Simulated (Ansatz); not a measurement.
# CP, doublet in 6-31G: errors against full CI

Geometry: a PBE0/def2-TZVP stationary point for this spin.

```tsv
atom	x (Å)	y (Å)	z (Å)
C	0.0000	0.0000	0.0000
P	0.0000	0.0000	1.5497
```

Basis 6-31G; Ansatz 0.2.0. Correlated methods freeze the noble-gas cores, which leaves 9 electrons in 16 orbitals. Prefix R: restricted or restricted open-shell reference; prefix U: unrestricted. Active spaces: valence = (9e, 8o) chosen from the atoms' valence shells.

Full CI is exact within this basis and frozen core; it isn't the basis-set limit. The frozen core follows each run's orbitals, which can shift R against U totals by a few meV.

Unrestricted rows (U) aren't spin-pure: their determinants' ⟨S²⟩ exceeds S(S+1) by up to 0.92, so they mix in states of higher spin. For open shells CISD and CISDTQ are restricted-active-space CI with the open shells as a complete middle space.

```
UHF ⟨S²⟩                          : 1.670
T1 diagnostic (RCCSD)             : 0.0407
largest doubles amplitude (RCCSD) : 0.144
T1 diagnostic (UCCSD)             : 0.1077
```

Problem. From what is known of these methods and the diagnostics, rank them by the size of their error in total energy against full CI in 6-31G, smallest first (an estimate: the text doesn't fix the numbers).
A. RCCSDT
B. UHF
C. RMP2
D. UMP2
E. UCCSD(T)

Solution. A (4.4 kJ/mol), E (9.2 kJ/mol), C (46.8 kJ/mol), D (146.9 kJ/mol), B (373.1 kJ/mol).

All errors are against full CI in 6-31G. Within each family the higher level lies nearer, as is usual though not guaranteed.

The full-CI state has the irrep A1 of C2v, in the program's axes (one component, if the state is degenerate).

Natural occupations of full CI about the gap: 1.982 1.944 1.874 1.874 1.010 0.125 0.125 0.027 0.009 0.006; effectively unpaired electrons, Σ n²(2−n)², 1.24.

Atomization energy (electronic, same basis, no zero-point term; atoms at the same level, unrestricted beside the R rows where the molecule is a closed shell, with restricted open-shell steps beyond CCSDT(Q)) at full CI: 367.4 kJ/mol. Errors of other levels:

| level | error (kJ/mol) |
| --- | --- |
| RHF | -327.6 |
| UHF | -233.1 |
| RMP2 | 2.8 |
| UMP2 | -98.3 |
| CISD | -60.8 |
| RCCSD | -23.1 |
| UCCSD | -20.1 |
| RCCSD(T) | -5.8 |
| UCCSD(T) | -8.8 |
| BCCD(T) | -5.7 |
| RCCSDT | -4.4 |
| UCCSDT | -4.8 |
| CISDTQ | -4.0 |
| RCCSDT(Q) | -0.2 |
| UCCSDT(Q) | -1.6 |
| RCCSDTQ | -0.6 |
| UCCSDTQ | -0.6 |
| CASSCF (valence space) | -16.3 |
| NEVPT2 (valence space) | 4.4 |
| MRCISD (valence space) | -3.0 |
| MRCISD+Q (valence space) | -1.4 |

This basis is far from its limit, so the value isn't to be set against a measured one. Truncated CI isn't size-consistent, which counts against it in atomization.
